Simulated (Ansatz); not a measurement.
# Molecular dynamics of BH7N2

input.yaml

```yaml
crystal:
  periodic: [false, false, false]
  atoms:
    - { symbol: B, position_ang: [0.043089, 0.298896, 0.142542] }
    - { symbol: "N", position_ang: [-0.039238, 0.132615, 1.722007] }
    - { symbol: H, position_ang: [-0.82378, -0.398713, 2.095764] }
    - { symbol: H, position_ang: [0.82937, -0.14189, 2.179228] }
    - { symbol: "N", position_ang: [1.181028, -0.30692, -0.51839] }
    - { symbol: H, position_ang: [2.111894, -0.119474, -0.153943] }
    - { symbol: H, position_ang: [1.202554, -0.233567, -1.531869] }
    - { symbol: H, position_ang: [-1.039865, 0.199022, -0.385486] }
    - { symbol: H, position_ang: [0.135184, 1.780047, 0.317141] }
    - { symbol: H, position_ang: [-0.025639, 1.345484, 1.273407] }
basis:
  gaussian: { orbitals: cc-pVDZ }
hamiltonian:
  xc: b3lyp
  dispersion: d4
md:
  timestep: 0.5
  n_steps: 200
  ensemble: nve
  temperature: 300.0
  initial_velocities: maxwell_boltzmann
  seed: 11628
```

Run as:

```bash
$ ansatz run input.yaml --threads 1 --pin off --max-ram 2048MiB --backend cpu --events-out ev --progress --plain --runs-dir out
```

It starts at the highest image of a converged band. Of that band: The profile has 2 maxima (images 5, 7) with wells between them (image 6): this band takes more than one step, which may be the mechanism or a detour left from its start path. Neighbouring images differ by up to 1.5 eV, so the band resolves the path poorly. A vibrational analysis at the climbing image gives one clearly imaginary mode, 1526i cm⁻¹: a first-order saddle point.

Output, in part (step lines, the closing report, with atoms numbered from 0):

```
md step     0: t =     0.00 fs  T =   300.0 K  F+E_penalty+E_count = -3770.31682681 eV  E_kin = 0.310224 eV  conserved = -3770.00660281 eV  (23 SCF iters)
[... lines left out ...]
Total energy: -3771.94886399 eV, -138.6165640327 hartree
Atom 0 at    -0.031911    -0.405570     0.317645 Å, force     0.052895    -1.105021    -0.218032 eV/Å
Atom 1 at    -0.033272    -0.486998     1.703331 Å, force    -0.344670    -0.112034     2.083098 eV/Å
Atom 2 at    -0.821210    -1.060532     1.956387 Å, force    -0.272031    -0.008384     0.901855 eV/Å
Atom 3 at     0.654254    -0.387725     2.484709 Å, force    -0.640360    -0.018636    -1.475021 eV/Å
Atom 4 at     1.100730    -0.189681    -0.435689 Å, force     1.303362     1.118818    -1.638887 eV/Å
Atom 5 at     1.948218     0.274150    -0.095240 Å, force    -0.348392    -0.262891    -0.155430 eV/Å
Atom 6 at     0.948816    -0.067421    -1.439004 Å, force     0.416868     0.044159     0.305523 eV/Å
Atom 7 at    -0.989393    -0.847834    -0.288785 Å, force    -0.167693     0.344003     0.196899 eV/Å
Atom 8 at     1.606663     9.386380    -0.911654 Å, force    -1.401327     0.546137     0.447031 eV/Å
Atom 9 at     0.879588     9.669630    -0.679700 Å, force     1.401348    -0.546151    -0.447034 eV/Å
Dipole moment:     0.238537     0.087498     0.137484 e Å
```

The steps, from the saved trajectory:

```csv
time (fs),T (K),potential energy less start (eV),conserved less start (meV/atom)
0,300,0.000,0.00
3,162,0.145,0.18
6,113,0.195,0.17
9,212,0.091,0.03
12,161,0.146,0.18
15,220,0.084,0.15
18,407,-0.110,0.04
21,703,-0.415,0.14
24,1157,-0.885,0.10
27,1527,-1.269,-0.02
30,1626,-1.371,0.02
33,1554,-1.297,0.04
36,1439,-1.176,0.24
39,1555,-1.296,0.19
42,1747,-1.497,-0.05
45,1806,-1.557,0.01
48,1785,-1.534,0.14
51,1800,-1.550,0.15
54,1783,-1.532,0.16
57,1742,-1.491,-0.02
60,1723,-1.472,-0.05
63,1741,-1.488,0.17
66,1782,-1.531,0.18
69,1787,-1.538,0.03
72,1690,-1.437,0.00
75,1609,-1.353,0.00
78,1591,-1.334,0.14
81,1641,-1.385,0.19
84,1745,-1.495,0.00
87,1808,-1.560,-0.04
90,1760,-1.509,0.07
93,1693,-1.439,0.12
96,1719,-1.465,0.16
99,1916,-1.672,-0.04
```

The run went to its last step. The conserved energy stayed within 0.3 meV per atom of its start (net change 0.12 meV per atom), so the integration is sound. The kinetic energy rose, since the run started high on the potential surface and went downhill. It ends in pieces (BH5N2 + H2), so much of that is their flight and rotation, not heat. A run of 0.1 ps of so small a system gives no equilibrium averages. The orbitals stay closed-shell, which can raise the energy where a bond breaks towards radicals; this wasn't checked here.

Between its relaxed ends the band would form B1–H9, N2–H10 and break H9–H10. These pairs go: B1–H9 1.49 → 10.00 Å, N2–H10 1.29 → 10.47 Å, H9–H10 1.06 → 0.81 Å. In the last frame they stand as before the step (other bonds may differ from the relaxed reactants and products). It ends as BH5N2 + H2. Pairs count as bonded within 1.25 times the sum of covalent radii (0.12 Å more for H–H).

Last frame:

```xyz
10
Properties=species:S:1:pos:R:3
B -0.032 -0.406 0.318
N -0.033 -0.487 1.703
H -0.821 -1.060 1.956
H 0.654 -0.388 2.485
N 1.101 -0.190 -0.436
H 1.948 0.274 -0.095
H 0.949 -0.067 -1.439
H -0.989 -0.848 -0.289
H 1.607 9.386 -0.912
H 0.880 9.670 -0.680
```

Run time: 4.1 min on 1 thread of Intel(R) Xeon(R) 6975P-C (Granite Rapids), with other jobs on the host, peak memory 0.17 GiB.
